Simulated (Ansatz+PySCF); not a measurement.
Values are calculated unless marked as measured or tabulated.
Input for Ansatz (development build ahead of 0.2.0):

```yaml
crystal:
  periodic: [false, false, false]
  atoms:
    - { symbol: C, position_ang: [0.0, 0.02105, -1.18189] }
    - { symbol: O, position_ang: [0.0, 0.73252, -0.01616] }
    - { symbol: C, position_ang: [0.0, 0.04813, 1.16363] }
    - { symbol: H, position_ang: [0.0, 0.76463, 1.96634] }
    - { symbol: H, position_ang: [0.0, -1.05548, -1.13687] }
    - { symbol: H, position_ang: [0.0, 0.63177, -2.06773] }
    - { symbol: O, position_ang: [0.0, -1.14263, 1.27269] }
basis:
  gaussian: { orbitals: cc-pVTZ }
magnetization:
  initial_magnetization: 1
hamiltonian:
  xc: hf
correlation:
  method: mp2
  frozen_orbitals: { C: 1, H: 0, O: 1 }
output:
  forces: true
```

The input is written out in the form of the current development build from the run's settings. Correlation on restricted open-shell orbitals is semicanonical, with singles.

Results

- Converged: yes
- Reference energy: -227.23780 hartree
- Correlation energy: -0.76955 hartree
- Total energy: -228.00735 hartree
- Spin squared of the determinant: 0.750
- Stability test: minimum among restricted orbitals
- Occupied orbitals by symmetry in an Abelian subgroup (alpha; beta): 13 A' 3 A''; 13 A' 2 A''

Forces (eV/Å):
```
atom     Fx      Fy      Fz
  C1  0.000  -0.208  -0.057
  O2  0.000   0.250   0.175
  C3  0.000  -0.019  -0.745
  H4  0.000   0.349   0.393
  H5  0.000   0.163  -0.002
  H6  0.000  -0.112   0.164
  O7  0.000  -0.423   0.072
```
